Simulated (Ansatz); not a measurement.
A made-up structure of CHOSi, doublet:

```xyz
4
angstrom
O -0.7184 0.4453 -0.5259
C 0.0828 -0.3461 0.1015
Si -2.2823 -0.3260 -0.8294
H -0.4273 1.3688 -0.4660
```

It is relaxed with PBE-D4/def2-SVP and then PBE0-D4/def2-TZVP (Ansatz 0.2.0). Atoms count as bonded within 1.22 times the sum of their covalent radii (H–H: 0.88 Å). The end point is not checked to be a true minimum.

Q: Does its bonding change? (Judge from chemistry; the calculation decides.)

A: The calculation gives: Yes. Formed: C2–Si3; broken: O1–Si3.

Where it ends: The first stage lowers the energy by 4.14 eV in 22 steps. It ends as CHOSi ([OH][C][Si]):
| atom | x (Å) | y (Å) | z (Å) |
| --- | --- | --- | --- |
| O1 | -0.0058 | 0.7733 | -0.6822 |
| C2 | -0.9803 | -0.0492 | -0.4942 |
| Si3 | -2.1984 | -1.2003 | -0.3124 |
| H4 | -0.1606 | 1.6182 | -0.2310 |

Labels in which every atom is bracketed show which atoms are joined, not bond orders.

For scale, one of the runs: PBE0-D4/def2-TZVP relaxation, 105 basis functions, launched by `ansatz run in.yaml --threads 2 --pin off --events-out ev --progress --plain --max-ram 4352MiB`. Hardware: 2 CPU threads of an Arm Neoverse V2, shared host. Wall time about 14 s.
